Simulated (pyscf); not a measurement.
# Four-centre exchange: `[Br][SiH2][Br]` + `[NH3]` -> `[BrH]` + `[NH2][SiH2][Br]`

Gas phase, singlet surface, charge 0. Bonds broken: Br1–Si2, N6–H7. Bonds formed: Br1–H7, Si2–N6. Optimised with ωB97X-D3(BJ)/def2-SVP in PySCF.

Transition state (Å):

```xyz
9

Br    -2.6505    -0.9455     0.0946
Si     0.3957     0.2886    -0.3122
Br     2.3844     1.2626    -0.1374
H     -0.3961     1.0146    -1.3173
H      0.5952    -1.1584    -0.4876
N     -0.4195     0.5294     1.2925
H     -1.4883    -0.0651     1.0122
H      0.0470     0.0766     2.0817
H     -0.6045     1.5050     1.5364
```

One imaginary mode, 467i cm⁻¹; descent along it reached the two sides named, in the forms told below.

| bond | change | reactant side (Å) | saddle | product side |
|---|---|---|---|---|
| Br1–Si2 | breaks | 2.395 | 3.3 | 3.9 |
| N6–H7 | breaks | 1.027 | 1.255 | 1.911 |
| Br1–H7 | forms | 2.572 | 1.723 | 1.450 |
| Si2–N6 | forms | 1.937 | 1.816 | 1.745 |

Electronic energies relative to the separated reactants (eV):

| level | barrier | reaction energy | reverse barrier |
|---|---|---|---|
| ωB97X-D3(BJ)/def2-TZVP | 0.34 | +0.40 | -0.07 |
| PBE/def2-TZVP | 0.19 | +0.33 | -0.14 |
| r²SCAN/def2-TZVP | 0.17 | +0.31 | -0.14 |
| B3LYP-D3(BJ)/def2-TZVP | 0.19 | +0.28 | -0.10 |
| PBE0-D3(BJ)/def2-TZVP | 0.17 | +0.34 | -0.17 |
| M06-2X/def2-TZVP | 0.18 | +0.28 | -0.10 |
| ωB97M-D3(BJ)/def2-TZVP | 0.26 | +0.26 | 0.00 |
| HF/def2-TZVP | 0.66 | +0.25 | 0.41 |

With ωB97M-D3(BJ)/def2-TZVP energies and thermal terms (ideal gas, 1 atm, RRHO with modes under 100 cm⁻¹ raised to 100, one conformer, R ln 2 for chiral ones without a mode under 150 cm⁻¹), in eV:

```
T (K)   ΔH‡   ΔG‡     ΔH     ΔG
-----  ----  ----  -----  -----
298    0.18  0.62  +0.18  +0.17
600    0.19  1.07  +0.20  +0.16
900    0.23  1.50  +0.23  +0.13
1200   0.27  1.93  +0.25  +0.09
```

On the reactant side the descent ends in an adduct with a N–Si contact, 0.14 eV under the separated species and 0.47 eV under the saddle at ωB97X-D3(BJ)/def2-TZVP. On the product side the descent ends in a complex, 0.23 eV under the separated species and 0.16 eV under the saddle at ωB97X-D3(BJ)/def2-TZVP. At ωB97X-D3(BJ)/def2-TZVP, PBE, r²SCAN, B3LYP-D3(BJ), PBE0-D3(BJ), M06-2X the saddle lies under the separated products, which points to a path from their complex (located at ωB97X-D3(BJ) alone), and parting the products costs more than the saddle. What is counted as formed (N–Si) is already present as a longer contact in the reactant adduct; forming that adduct is a step of its own. This is the saddle that the search found; another between the same sides may lie lower. Elements up to Kr have no core potential and no relativistic terms here.
